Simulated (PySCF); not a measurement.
methoxyethene, C₃H₆O, SMILES C=COC, point group Cs.

Force field and properties: B3LYP/pcSseg-1 (PySCF, grid level 2). Vibrational terms come from second-order perturbation theory with semi-diagonal cubic constants, by steps of ±0.6 along the normal coordinates of each isotopologue. The parent has the commonest isotopes.

Equilibrium geometry (Å):

```
atom        x        y        z
  C1   1.4194   0.3540  -0.4106
  C2   0.6485  -0.6655  -0.7937
  O3  -0.6654  -0.8736  -0.5352
  C4  -1.3412   0.1039   0.2438
  H5   2.4622   0.3611  -0.7097
  H6   1.0662   1.1868   0.1885
  H7   1.0346  -1.4859  -1.3949
  H8  -2.3717  -0.2430   0.3394
  H9  -0.8899   0.1968   1.2409
 H10  -1.3272   1.0840  -0.2519
```

**Question.** Give the equilibrium and ground-state rotational constants (MHz) of parent; ²H at 6; ²H at 7.

**Answer.** 
```
species     Ae      Be      Ce     A0      B0      C0  Δ0 (u Å²)  harmonic ZPE (cm⁻¹)
 parent  18538  6266.1  4827.7  18508  6165.6  4765.2     -3.218                18613
²H at 6  17047    6175  4668.4  17005  6080.5  4610.4     -3.217                17938
²H at 7  17111  6159.3  4664.2  17083    6061    4605     -3.221                17894
```

Δ0 = Ic − Ia − Ib from the ground-state constants.

**Question.** How is the parent's vibrational correction B0 − Be made up?

**Answer.** 
```json
{"axis": "a", "harmonic": "46.8", "Coriolis": "-56.9", "cubic": "-19.5", "total (MHz)": "-29.7"}
{"axis": "b", "harmonic": "11.9", "Coriolis": "-7.24", "cubic": "-105", "total (MHz)": "-101"}
{"axis": "c", "harmonic": "3.76", "Coriolis": "-2.57", "cubic": "-63.7", "total (MHz)": "-62.5"}
```

**Question.** And its quartic centrifugal distortion constants from the harmonic force field?

**Answer.** Asymmetric top, A reduction, Ir representation: ΔJ = 3.87 kHz, ΔJK = -13.5 kHz, ΔK = 55.5 kHz, δJ = 1.18 kHz, δK = 6.07 kHz.

A mode lies under 250 cm⁻¹, where this perturbation treatment is rough. Internal rotors are held in one well.
